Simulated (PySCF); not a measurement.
Species: ClH2Si(SH), ClH₃SSi.
Numbering: `[SH:1][SiH2:2][Cl:3]` (hydrogens: H4 on S1; H5, H6 on Si2)

Theory: TDDFT PBE0/def2-SVPD, vertical, gas phase, core orbitals frozen in the response (PySCF 2.14.0, density-fitted response routines). The structure is a single GFN2-xTB conformer in the gas phase; no vibrational or solvent corrections. Torsions of this conformer, `[SH:1][SiH2:2][Cl:3]`: H–S1–Si2–Cl3 43°.

Each state is given a Gaussian of 0.3 eV full width at half maximum, with ε(max) = 2.175×10⁸ f / Δν̃ (Δν̃ the width in cm⁻¹). The width is an assumption, not a result. The curve ends short of the highest state used, and states not computed would add to its high-energy end.

| E (eV) | ε (L mol⁻¹ cm⁻¹) |
| --- | --- |
| 5.49 | 1 |
| 5.53 | 3 |
| 5.57 | 7 |
| 5.61 | 16 |
| 5.66 | 40 |
| 5.70 | 76 |
| 5.74 | 131 |
| 5.78 | 203 |
| 5.83 | 307 |
| 5.87 | 385 |
| 5.91 | 443 |
| 5.95 | 477 |
| 5.99 | 502 |
| 6.04 | 572 |
| 6.08 | 721 |
| 6.12 | 997 |
| 6.16 | 1410 |
| 6.21 | 2049 |
| 6.25 | 2537 |
| 6.29 | 2874 |
| 6.33 | 2967 |
| 6.37 | 2799 |
| 6.42 | 2326 |
| 6.46 | 1887 |
| 6.50 | 1527 |
| 6.54 | 1315 |
| 6.59 | 1252 |
| 6.63 | 1289 |
| 6.67 | 1315 |
| 6.71 | 1270 |
| 6.75 | 1133 |
| 6.80 | 864 |
| 6.84 | 624 |
| 6.88 | 410 |
| 6.92 | 245 |
| 6.97 | 116 |
| 7.01 | 66 |
| 7.05 | 52 |
| 7.09 | 71 |
| 7.13 | 122 |
| 7.18 | 235 |
| 7.22 | 363 |
| 7.26 | 513 |
| 7.30 | 663 |

(1) Locate the maxima and give the states behind the curve.

(2) Coming from long wavelengths, where does ε first pass 100 L mol⁻¹ cm⁻¹?

(3) Does any computed singlet lie in the visible range?

(4) On this curve, what absorbance would a 10⁻³ mol/L sample give at 222 nm over a 1 cm path?

Results:

(1) 196 nm (6.32 eV), ε about 3000, made up of S2 (99%); 186 nm (6.67 eV), ε about 1300, made up of S3 (94%) (hardly more than a shoulder) (ε in L mol⁻¹ cm⁻¹; maxima over ε = 5, shares over 10%). At its high-energy end, 7.30 eV, the curve is still rising (ε about 660, from S4 and S5). The states used: S1 5.94 eV (f 0.0049); S2 6.32 eV (f 0.033); S3 6.69 eV (f 0.014); S4 7.34 eV (f 0.0029); S5 7.40 eV (f 0.0065); S6 7.70 eV (f 0.0060); S7 7.74 eV (f 0.012); S8 7.90 eV (f 0.181).

(2) At about 217 nm (5.72 eV), 0.22 eV below S1.

(3) No computed singlet lies in the visible range (380 to 750 nm); the lowest, at 209 nm, stands 2.68 eV above its violet end (3.26 eV).

(4) 222 nm is 5.585 eV, where ε is about 9.4 L mol⁻¹ cm⁻¹, so A = ε c l ≈ 0.0094 (Beer–Lambert, with the gas-phase spectrum and the assumed width).

On one thread of an x86-64 server, on a shared host, this took 4.3 s of wall time.
